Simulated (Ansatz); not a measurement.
Born–Oppenheimer molecular dynamics of H4O2Si (7 atoms, charge 0, multiplicity 1). It starts at the highest image of a converged band. Of that band: Neighbouring images differ by up to 2.2 eV, so the band resolves the path poorly. A vibrational analysis at the climbing image gives one clearly imaginary mode, 1466i cm⁻¹: a first-order saddle point.

These are results of Ansatz 0.2.0, RKS B3LYP/def2-SVP, not measurements.

| Quantity | Value |
| --- | --- |
| ensemble | NVE (velocity Verlet) |
| time step | 0.5 fs |
| steps asked | 200 |
| starting velocities drawn for | 100 K |
| seed | 7397 |

First frame:

```xyz
7
Properties=species:S:1:pos:R:3
Si 0.159 -0.027 -0.385
O 0.638 0.227 1.474
H 0.547 -0.562 2.039
H 1.495 0.039 0.533
O -0.762 1.296 -0.812
H -1.711 1.259 -0.631
H -0.799 -1.194 -0.255
```

(1) How far do the bonds stretch over the last three quarters of this one trajectory? (Pairs bonded in most of those frames.)

Results:

(1) 
```tsv
bond	mean (Å)	spread (Å)	shortest	longest
Si1–O5	1.690	0.016	1.66	1.72
Si1–H7	1.568	0.007	1.56	1.59
O2–H3	0.972	0.031	0.91	1.03
O2–H4	0.979	0.053	0.90	1.07
O5–H6	0.969	0.016	0.94	1.00
```

Mean temperature of the second half: 830 K. The conserved energy stayed within 0.51 meV per atom of its start (net change -0.14 meV per atom), so the integration is sound. The kinetic energy rose, since the run started high on the potential surface and went downhill. It ends in pieces (H2O + H2OSi), so much of that is their flight and rotation, not heat. A run of 0.1 ps of so small a system gives no equilibrium averages. The orbitals stay closed-shell, which can raise the energy where a bond breaks towards radicals; this wasn't checked here.

The run took 5.3 min on 1 thread of Arm Neoverse V1, on a shared host, peak memory 0.11 GiB.
